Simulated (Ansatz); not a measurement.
**Molecular dynamics of CH$_{3}$Na**

Input file:

```yaml
crystal:
  periodic: [false, false, false]
  atoms:
    - { symbol: C, position_ang: [-0.061365, -0.04868, -0.135154] }
    - { symbol: Na, position_ang: [0.936542, 0.425494, 1.646407] }
    - { symbol: H, position_ang: [-0.017332, -1.120578, -0.403807] }
    - { symbol: H, position_ang: [-1.140544, 0.192337, -0.124313] }
    - { symbol: H, position_ang: [0.332599, 0.477727, -1.024433] }
magnetization:
  spin_polarized: true
basis:
  gaussian: { orbitals: STO-3G }
hamiltonian:
  xc: b3lyp
md:
  timestep: 0.5
  n_steps: 250
  ensemble: nvt_langevin
  temperature: 500.0
  initial_velocities: maxwell_boltzmann
  seed: 104853
  friction: 0.05
  temperature_schedule:
    - { n_steps: 62, end_temperature: 500.0 }
    - { n_steps: 188, end_temperature: 1500.0 }
```

Launched with:

```bash
$ ansatz run input.yaml --threads 1 --pin off --max-ram 2048MiB --backend cpu --events-out ev --progress --plain --runs-dir out
```

It starts from a relaxed structure.

Output, in part (one step line in 5, the closing report, with atoms numbered from 0):

```
md step     0: t =     0.00 fs  T =   400.0 K (target 500.0 K)  F+E_penalty+E_count = -5432.57896232 eV  E_kin = 0.258520 eV  (19 SCF iters)
md step     5: t =     2.50 fs  T =   206.8 K (target 500.0 K)  F+E_penalty+E_count = -5432.52027219 eV  E_kin = 0.133643 eV  (18 SCF iters)
md step    10: t =     5.00 fs  T =   345.3 K (target 500.0 K)  F+E_penalty+E_count = -5432.52836931 eV  E_kin = 0.223174 eV  (19 SCF iters)
md step    15: t =     7.50 fs  T =   400.1 K (target 500.0 K)  F+E_penalty+E_count = -5432.51932448 eV  E_kin = 0.258593 eV  (19 SCF iters)
md step    20: t =    10.00 fs  T =   388.7 K (target 500.0 K)  F+E_penalty+E_count = -5432.51594063 eV  E_kin = 0.251213 eV  (20 SCF iters)
md step    25: t =    12.50 fs  T =   324.2 K (target 500.0 K)  F+E_penalty+E_count = -5432.52297274 eV  E_kin = 0.209540 eV  (18 SCF iters)
md step    30: t =    15.00 fs  T =   547.9 K (target 500.0 K)  F+E_penalty+E_count = -5432.53341711 eV  E_kin = 0.354093 eV  (18 SCF iters)
md step    35: t =    17.50 fs  T =   404.1 K (target 500.0 K)  F+E_penalty+E_count = -5432.51148195 eV  E_kin = 0.261153 eV  (19 SCF iters)
md step    40: t =    20.00 fs  T =   594.0 K (target 500.0 K)  F+E_penalty+E_count = -5432.48337383 eV  E_kin = 0.383926 eV  (19 SCF iters)
md step    45: t =    22.50 fs  T =   486.2 K (target 500.0 K)  F+E_penalty+E_count = -5432.41295387 eV  E_kin = 0.314245 eV  (19 SCF iters)
md step    50: t =    25.00 fs  T =   486.5 K (target 500.0 K)  F+E_penalty+E_count = -5432.34165138 eV  E_kin = 0.314416 eV  (25 SCF iters)
md step    55: t =    27.50 fs  T =   361.3 K (target 500.0 K)  F+E_penalty+E_count = -5432.24413458 eV  E_kin = 0.233502 eV  (18 SCF iters)
md step    60: t =    30.00 fs  T =   390.6 K (target 500.0 K)  F+E_penalty+E_count = -5432.24767254 eV  E_kin = 0.252413 eV  (20 SCF iters)
md step    65: t =    32.50 fs  T =   273.2 K (target 513.3 K)  F+E_penalty+E_count = -5432.26240575 eV  E_kin = 0.176582 eV  (25 SCF iters)
md step    70: t =    35.00 fs  T =   248.1 K (target 539.9 K)  F+E_penalty+E_count = -5432.23070736 eV  E_kin = 0.160368 eV  (19 SCF iters)
md step    75: t =    37.50 fs  T =   374.6 K (target 566.5 K)  F+E_penalty+E_count = -5432.34397184 eV  E_kin = 0.242121 eV  (25 SCF iters)
md step    80: t =    40.00 fs  T =   467.0 K (target 593.1 K)  F+E_penalty+E_count = -5432.33925247 eV  E_kin = 0.301832 eV  (19 SCF iters)
md step    85: t =    42.50 fs  T =   561.7 K (target 619.7 K)  F+E_penalty+E_count = -5432.39180611 eV  E_kin = 0.363003 eV  (19 SCF iters)
md step    90: t =    45.00 fs  T =   327.2 K (target 646.3 K)  F+E_penalty+E_count = -5432.31995183 eV  E_kin = 0.211445 eV  (20 SCF iters)
md step    95: t =    47.50 fs  T =   461.5 K (target 672.9 K)  F+E_penalty+E_count = -5432.39168713 eV  E_kin = 0.298242 eV  (24 SCF iters)
md step   100: t =    50.00 fs  T =   438.7 K (target 699.5 K)  F+E_penalty+E_count = -5432.33967516 eV  E_kin = 0.283542 eV  (22 SCF iters)
md step   105: t =    52.50 fs  T =   373.1 K (target 726.1 K)  F+E_penalty+E_count = -5432.32218426 eV  E_kin = 0.241116 eV  (24 SCF iters)
md step   110: t =    55.00 fs  T =   292.8 K (target 752.7 K)  F+E_penalty+E_count = -5432.31638385 eV  E_kin = 0.189248 eV  (19 SCF iters)
md step   115: t =    57.50 fs  T =   503.7 K (target 779.3 K)  F+E_penalty+E_count = -5432.49416125 eV  E_kin = 0.325514 eV  (25 SCF iters)
md step   120: t =    60.00 fs  T =   546.9 K (target 805.9 K)  F+E_penalty+E_count = -5432.47520707 eV  E_kin = 0.353483 eV  (19 SCF iters)
md step   125: t =    62.50 fs  T =   585.9 K (target 832.4 K)  F+E_penalty+E_count = -5432.47888044 eV  E_kin = 0.378653 eV  (25 SCF iters)
md step   130: t =    65.00 fs  T =   537.1 K (target 859.0 K)  F+E_penalty+E_count = -5432.38800210 eV  E_kin = 0.347099 eV  (19 SCF iters)
md step   135: t =    67.50 fs  T =   346.6 K (target 885.6 K)  F+E_penalty+E_count = -5432.38223234 eV  E_kin = 0.223987 eV  (19 SCF iters)
md step   140: t =    70.00 fs  T =   449.1 K (target 912.2 K)  F+E_penalty+E_count = -5432.41134046 eV  E_kin = 0.290279 eV  (20 SCF iters)
md step   145: t =    72.50 fs  T =   645.8 K (target 938.8 K)  F+E_penalty+E_count = -5432.27599397 eV  E_kin = 0.417400 eV  (24 SCF iters)
md step   150: t =    75.00 fs  T =  1113.4 K (target 965.4 K)  F+E_penalty+E_count = -5432.29732125 eV  E_kin = 0.719560 eV  (24 SCF iters)
md step   155: t =    77.50 fs  T =   897.2 K (target 992.0 K)  F+E_penalty+E_count = -5432.16132793 eV  E_kin = 0.579848 eV  (24 SCF iters)
md step   160: t =    80.00 fs  T =   821.7 K (target 1018.6 K)  F+E_penalty+E_count = -5432.24725866 eV  E_kin = 0.531063 eV  (25 SCF iters)
md step   165: t =    82.50 fs  T =   853.6 K (target 1045.2 K)  F+E_penalty+E_count = -5432.21720230 eV  E_kin = 0.551662 eV  (26 SCF iters)
md step   170: t =    85.00 fs  T =   715.9 K (target 1071.8 K)  F+E_penalty+E_count = -5432.16402031 eV  E_kin = 0.462686 eV  (25 SCF iters)
md step   175: t =    87.50 fs  T =   838.2 K (target 1098.4 K)  F+E_penalty+E_count = -5432.06538807 eV  E_kin = 0.541728 eV  (22 SCF iters)
md step   180: t =    90.00 fs  T =   914.6 K (target 1125.0 K)  F+E_penalty+E_count = -5432.22502613 eV  E_kin = 0.591103 eV  (24 SCF iters)
md step   185: t =    92.50 fs  T =   646.1 K (target 1151.6 K)  F+E_penalty+E_count = -5432.24786912 eV  E_kin = 0.417572 eV  (25 SCF iters)
md step   190: t =    95.00 fs  T =   646.5 K (target 1178.2 K)  F+E_penalty+E_count = -5432.30099508 eV  E_kin = 0.417843 eV  (24 SCF iters)
md step   195: t =    97.50 fs  T =   747.4 K (target 1204.8 K)  F+E_penalty+E_count = -5432.06084501 eV  E_kin = 0.483073 eV  (24 SCF iters)
md step   200: t =   100.00 fs  T =  1091.7 K (target 1231.4 K)  F+E_penalty+E_count = -5432.07109433 eV  E_kin = 0.705576 eV  (26 SCF iters)
md step   205: t =   102.50 fs  T =   590.2 K (target 1258.0 K)  F+E_penalty+E_count = -5432.10134872 eV  E_kin = 0.381441 eV  (20 SCF iters)
md step   210: t =   105.00 fs  T =  1172.7 K (target 1284.6 K)  F+E_penalty+E_count = -5432.25784429 eV  E_kin = 0.757887 eV  (24 SCF iters)
md step   215: t =   107.50 fs  T =   992.5 K (target 1311.2 K)  F+E_penalty+E_count = -5431.99107726 eV  E_kin = 0.641425 eV  (24 SCF iters)
md step   220: t =   110.00 fs  T =   868.8 K (target 1337.8 K)  F+E_penalty+E_count = -5431.87643498 eV  E_kin = 0.561525 eV  (24 SCF iters)
md step   225: t =   112.50 fs  T =  1514.6 K (target 1364.4 K)  F+E_penalty+E_count = -5432.10003568 eV  E_kin = 0.978914 eV  (24 SCF iters)
md step   230: t =   115.00 fs  T =  1778.4 K (target 1391.0 K)  F+E_penalty+E_count = -5432.17799233 eV  E_kin = 1.149355 eV  (24 SCF iters)
md step   235: t =   117.50 fs  T =  1817.4 K (target 1417.6 K)  F+E_penalty+E_count = -5432.11283224 eV  E_kin = 1.174594 eV  (24 SCF iters)
md step   240: t =   120.00 fs  T =  1228.9 K (target 1444.1 K)  F+E_penalty+E_count = -5431.96686958 eV  E_kin = 0.794251 eV  (24 SCF iters)
md step   245: t =   122.50 fs  T =  1232.3 K (target 1470.7 K)  F+E_penalty+E_count = -5431.89970147 eV  E_kin = 0.796442 eV  (25 SCF iters)
md step   250: t =   125.00 fs  T =  1527.0 K (target 1497.3 K)  F+E_penalty+E_count = -5432.11953184 eV  E_kin = 0.986882 eV  (20 SCF iters)
Total energy: -5432.11966744 eV, -199.6267157553 hartree
Atom 0 at     0.093644     0.038433    -0.330473 Å, force    -0.796216    -2.180948     0.139173 eV/Å
Atom 1 at     0.654588     0.389713     1.560341 Å, force     0.458102     0.393164     1.667569 eV/Å
Atom 2 at     0.498721    -1.065319    -0.494548 Å, force    -1.438692     2.531481    -0.441980 eV/Å
Atom 3 at    -1.049838     0.135448    -0.397523 Å, force     1.831336    -0.616308    -0.569934 eV/Å
Atom 4 at     0.587828     0.749551    -0.987841 Å, force    -0.054530    -0.127389    -0.794828 eV/Å
Dipole moment:     0.348475     0.218093     1.145428 e Å
```

The run went to its last step. The schedule's set-point averaged 1168 K over the second half and the system 933 K, so it lags behind the ramp. A run of 0.12 ps of so small a system gives no equilibrium averages. Limits of this set-up: minimal basis.

The same pairs are bonded in the first frame and the last. Pairs count as bonded within 1.25 times the sum of covalent radii (0.12 Å more for H–H).

Last frame:

```xyz
5
Properties=species:S:1:pos:R:3
C 0.094 0.038 -0.331
Na 0.655 0.390 1.560
H 0.499 -1.065 -0.494
H -1.050 0.135 -0.398
H 0.588 0.750 -0.988
```

The run took 100 s on 1 CPU thread of a shared host.
